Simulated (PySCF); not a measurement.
# [SiH3]+ at several levels of theory

All levels use the PBE0 minimum (singlet; Si–H 1.472 Å (×3); H–Si–H 120.0° (×3)), basis [Si def2-TZVP, H def2-TZVP], no relativity, density fitting, no spin–orbit coupling, PySCF. For vertical energies the ionised species is a doublet (spins chosen at PBE0 and kept) and the electron-attached one a doublet. Open shells are unrestricted, also as the reference of the correlated levels. A dash marks a value that was not computed or is not defined at that level.

```
    level  vertical IP (eV)  vertical EA (eV)  −ε(HOMO) (eV)  gap (eV)
     PBE0             20.69              8.00          17.70      7.47
  CCSD(T)             20.84              7.78              –         –
       HF             20.11              7.21          21.09     14.44
      PBE             20.57              8.02          16.33      5.07
   r2SCAN             20.60              8.15          16.67      5.79
    B3LYP             20.75              7.93          17.49      6.98
    TPSSh             20.69              7.96          17.14      6.52
      MP2             20.80              7.67              –         –
BHandHLYP             20.78              7.75          19.01      9.80
  LC-wPBE             20.93              8.05          20.61     12.82
```

For SiH₃⁺ itself CCSD(T) correlates 6 electrons; T1 = 0.009, D1 = 0.016, (T) = -5 kJ/mol.

Q: Which levels differ least and most from CCSD(T) in the vertical IP?

A: Least: MP2 (-0.04 eV); most: HF (-0.73 eV).
